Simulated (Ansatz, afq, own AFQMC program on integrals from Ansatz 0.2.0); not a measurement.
Two steps: Ansatz 0.2.0 writes the Fock matrix and Cholesky factors of the valence space, and afq projects on them the lowest state that overlaps trial and start.

```yaml
crystal:
  periodic: [false, false, false]
  atoms:
    - {symbol: B, position_ang: [0.000000, -0.104832, 0.802428]}
    - {symbol: C, position_ang: [0.000000, -0.044574, -0.723222]}
    - {symbol: H, position_ang: [0.000000, 0.894880, 1.472485]}
    - {symbol: H, position_ang: [0.000000, 0.760676, -1.461216]}
basis:
  gaussian: {orbitals: cc-pVDZ}
magnetization: {spin_polarized: true, initial_magnetization: 3}
correlation: {method: ccsd_t, electrons: outside_noble_gas, hamiltonian_folder: ham}
```

```sh
$ ansatz run in.yaml --threads 1 --pin off --events-out ev --progress --plain --max-ram 1382MiB
```

Options of the walk:

```
--method phaseless --trial cisd --walkers 60 --populations 1 --least-time 40 --time-step 0.005 --steps-per-block 50 --equilibration-blocks 28 --max-blocks 300 --target-error 0.00036 --factor-cut 1e-05 --start spin_pure --seed 8859 --release-times 0.24,0.51,0.99,1.62,2.4 --release-step 0.03 --release-every 4 --taylor-order 6
```

Times are imaginary, in 1/Eh. The walk had a cap of 1002 s.

afq prints:

```
orbitals 36  electrons 6 3  factors 278 of 352
reference energy -63.55679531 Eh
CCSD correlation -0.17249468 Eh in 11 cycles, weight of the determinant in the CISD state 0.9150
energy of the start -63.729123 Eh
 block  time / (1/Eh)  mean weight  energy / Eh
     1     0.250  1.0001  -63.727775
     2     0.500  1.0012  -63.728100
     3     0.750  0.9994  -63.729956
     4     1.000  0.9989  -63.731153
     5     1.250  1.0010  -63.732122
     8     2.000  0.9988  -63.732415
    13     3.250  1.0009  -63.734358
    25     6.250  0.9999  -63.734230
    37     9.250  0.9994  -63.730580
    49    12.250  0.9980  -63.736305
    61    15.250  0.9988  -63.731130
    73    18.250  1.0012  -63.731698
    85    21.250  0.9995  -63.732570
    97    24.250  1.0014  -63.737550
   109    27.250  1.0001  -63.731305
   121    30.250  0.9992  -63.737740
   129    32.250  1.0004  -63.740343
   133    33.250  1.0006  -63.735944
   145    36.250  0.9993  -63.732887
   157    39.250  1.0001  -63.733154
   169    42.250  0.9998  -63.735278
   181    45.250  1.0012  -63.729335
   185    46.250  1.0015  -63.731761
blocks merged  error / Eh  count
     1  0.000181  160
     2  0.000227  80
     4  0.000281  40
     8  0.000333  20
    16  0.000306  10
released: time / (1/Eh)  energy / Eh  error  mean overlap
  0.24  -63.734158  0.000246  1.0021
  0.51  -63.734007  0.000316  1.0055
  0.99  -63.733947  0.000254  1.0170
  1.62  -63.734288  0.000256  1.0279
  2.40  -63.734819  0.000362  0.9917
energy -63.734017 +/- 0.000333 Eh
(rows thinned)
```

The run passed its tests (sampling time, drift between the halves within three errors, error under three times the target), which doesn't prove that it has relaxed.

Against this walk (error 9.1 meV) on the same determinant: CCSD(T) 19.4 meV higher, CCSDT(Q) 10.6 meV lower (within the noise). The error is statistical and leaves out the bias of the constraint. The released energies are still falling (meV from the phaseless value at times in 1/Eh: -4 ± 7 at 0.24, 0 ± 9 at 0.51, 2 ± 7 at 0.99, -7 ± 7 at 1.62, -22 ± 10 at 2.40), so they give no level.

Cautions: constraint bias not in the error; lower spins were not checked.

The walk took 3.8 min on 1 thread of Arm Neoverse V1 (shared host). The log's last line is the phaseless energy.

CCSDT and higher add their correlation energy to the determinant of the CCSD(T) run, since their own runs factorise the integrals more tightly (a shift of under 2 meV). A walk keeps the symmetry of its determinant, which the program's search chose and which needn't be the lowest solution, so a lower state of the same spin and another symmetry isn't excluded.
